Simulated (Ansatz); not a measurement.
Relaxing fluorine (F2 molecule)

These are results of Ansatz, DFT, r2SCAN, plane waves (500 eV) with PAW, scalar-relativistic, not measurements. (PAW data from PBE, frozen cores regenerated.)

k-point mesh 1×1×1, Fermi-Dirac smearing 0.01 eV, no spin polarisation. The box is fixed.

Starting structure:

```
F
1.0
    12.00000    0.00000    0.00000
     0.00000   12.30000    0.00000
     0.00000    0.00000   12.60000
F
2
Direct
  0.50000 0.50000 0.44365
  0.50000 0.50000 0.55635
```

Q: What is the relaxed bond length?

A: 1.396 Å (start 1.420 Å).
